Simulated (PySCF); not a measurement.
# LiAl: bond curves at several levels of theory

What are the lowest state that PBE0 finds, the bond length, vibrational wavenumber and bond energy of LiAl, and how much do these hang on the method?

Program: PySCF 2.14.0. Level of theory: Li 6-311G(d,p), Al 6-311G(d,p), no relativity. These are calculated values, not measurements.

**1. Set-up**

Settings of the job:

```yaml
atoms: Li, Al
charge: 0
basis: Li 6-311G(d,p), Al 6-311G(d,p)
Hamiltonian: no relativity
basis_functions: 44
electrons_treated: 16
masses_in_u: 7.0160, 26.9815
levels: PBE0, PBE, r²SCAN, revPBE, TPSSh, M06-L, HSE06, HF, MP2, SCS-MP2, CCSD, CCSD(T)
grid: 80 radial by 434 angular points
occupations: held fixed by the projection of orbital angular momentum
dissociation_limit: Li + Al, each in its ground configuration
starting_distance_in_angstrom: 2.480
values_of_2S_to_try: 0, 2
```

Launch:

```
> OMP_NUM_THREADS=1 python dia.py task.json out
```

After this run come: PBE0 along the bond; Other states along the same grid; PBE; r²SCAN (meta-GGA); revPBE (GGA); TPSSh (hybrid meta-GGA); M06-L (meta-GGA); HSE06 (range-separated hybrid); RHF (mean field); Adding correlation.

**Question.** What will these runs give? Wanted: for each run, Re; ωe; De; μ.

**Answer**, as computed:

Lowest PBE0 solution found, without spin–orbit coupling: ¹Σ⁺ (singlet), closed shell. State 2 has its PBE0 minimum 0.03 eV higher. State 3 has its PBE0 minimum 0.27 eV higher, as a spin-mixed determinant (⟨S²⟩ = 1.01), so this is no gap between pure states. The other levels ran on the lowest alone.

| level | Re (Å) | ωe (cm⁻¹) | De (eV) | μ (D) |
| --- | --- | --- | --- | --- |
| RHF | 2.924 | 312 | 0.098 | -3.80 |
| RHF-MP2 | 2.873 | 322 | 0.68 | n/a |
| RHF-SCS-MP2 | 2.873 | 320 | 0.74 | n/a |
| RHF-CCSD | 2.847 | 317 | 0.89 | n/a |
| RHF-CCSD(T) | 2.846 | 314 | 0.94 | n/a |
| PBE | 2.914 | 294.2 | 0.96 | -2.30 |
| revPBE | 2.934 | 289.6 | 0.90 | -2.31 |
| r²SCAN | 2.920 | 298.8 | 0.81 | -2.84 |
| M06-L | 2.877 | 312 | 1.17 | -3.53 |
| TPSSh | 2.907 | 304 | 0.96 | -2.93 |
| PBE0 | 2.896 | 307 | 0.87 | -2.90 |
| HSE06 | 2.899 | 305 | 0.89 | -2.80 |

De is counted to Li + Al in their ground configurations. A positive dipole means Li(−)Al(+).

What this shows: The methods spread over 0.089 Å in bond length, from RHF-CCSD(T) to revPBE. Among the levels with a De in the table, it runs from 0.098 eV (RHF) to 1.17 eV (M06-L).

Correlated steps freeze 5 core orbitals. T1 is 0.026 near the minimum (highest on the curve 0.029), which may point to more than one leading configuration.
